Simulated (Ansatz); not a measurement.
Geometry optimisation, RKS B3LYP/def2-SVP in Ansatz.

Input file:

```yaml
crystal:
  periodic: [false, false, false]
  atoms:
    - { symbol: C, position_ang: [-0.2189, 0.6713, -0.2883] }
    - { symbol: C, position_ang: [0.5699, -0.4305, 0.1596] }
    - { symbol: "N", position_ang: [1.86194, -0.42124, 0.1436] }
    - { symbol: F, position_ang: [-0.11112, -1.57037, 0.64988] }
    - { symbol: H, position_ang: [-0.915, 0.38, -1.1327] }
    - { symbol: H, position_ang: [-0.8821, 1.0909, 0.528] }
    - { symbol: H, position_ang: [0.4046, 1.5267, -0.6481] }
    - { symbol: H, position_ang: [2.18698, 0.39648, -0.22363] }
basis:
  gaussian: { orbitals: def2-SVP }
hamiltonian:
  xc: b3lyp
relax:
  f_tol: 0.015
  max_steps: 40
```

Command:

```bash
$ ansatz run input.yaml --threads 1 --pin off --max-ram 2048MiB --backend cpu --events-out ev --progress --plain --runs-dir out
```

**Question.** Where does it end, and by what steps?

**Answer.** It converged. After 5 steps the energy has fallen by 0.521 eV; H8 moved furthest, 0.15 Å.

| step | energy less start (eV) | largest force component (eV/Å) | accepted |
| --- | --- | --- | --- |
| 0 | 0.0000 | 4.275 | yes |
| 1 | -0.4552 | 1.250 | yes |
| 2 | -0.5194 | 0.154 | yes |
| 3 | -0.5203 | 0.160 | yes |
| 4 | -0.5211 | 0.074 | yes |
| 5 | -0.5211 | 0.011 | yes |

```xyz
8
Properties=species:S:1:pos:R:3
C -0.272 0.711 -0.303
C 0.626 -0.403 0.149
N 1.875 -0.512 0.173
F -0.104 -1.442 0.596
H -0.943 0.349 -1.097
H -0.910 1.037 0.534
H 0.305 1.568 -0.676
H 2.319 0.335 -0.189
```

Whether the end is a true minimum wasn't checked by a vibrational analysis.

Run time: 16 s on 1 thread of Arm Neoverse V1, with other jobs on the host, peak memory 0.14 GiB.
